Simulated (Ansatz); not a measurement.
**Zinc-blende HgTe**

Computed with PBEsol in Ansatz (plane waves, PAW).

Numerical settings: plane-wave cutoff 520 eV, 20×20×20 k mesh, Fermi–Dirac smearing 0.05 eV, scalar-relativistic PAW data made under PBE.

Cell: relaxed at this level.

```json
{
  "elastic constant C11": "52.8 GPa",
  "elastic constant C12": "36.8 GPa",
  "elastic constant C44": "21.1 GPa",
  "Voigt–Reuss–Hill bulk modulus": "42.1 GPa",
  "Voigt–Reuss–Hill shear modulus (Hill average)": "14.3 GPa"
}
```

Measured, for comparison: elastic constant C11 53.6 GPa, elastic constant C12 36.6 GPa, elastic constant C44 21.2 GPa (temperature not stated, no zero-point or thermal correction; as tabulated in Oses et al. (2018), arXiv:1811.08464). Computed (rounded) less measured: elastic constant C11 -1 %, elastic constant C12 +0.5 %, elastic constant C44 -0.5 %.

Note: the solid has no gap at this level, which affects its response.

Elastic constants are with the ions relaxed.

Spin–orbit coupling is not included; it can shift volumes and moduli of such heavy elements.

Computed values are for the static lattice.

Ansatz is a program for electronic structure.
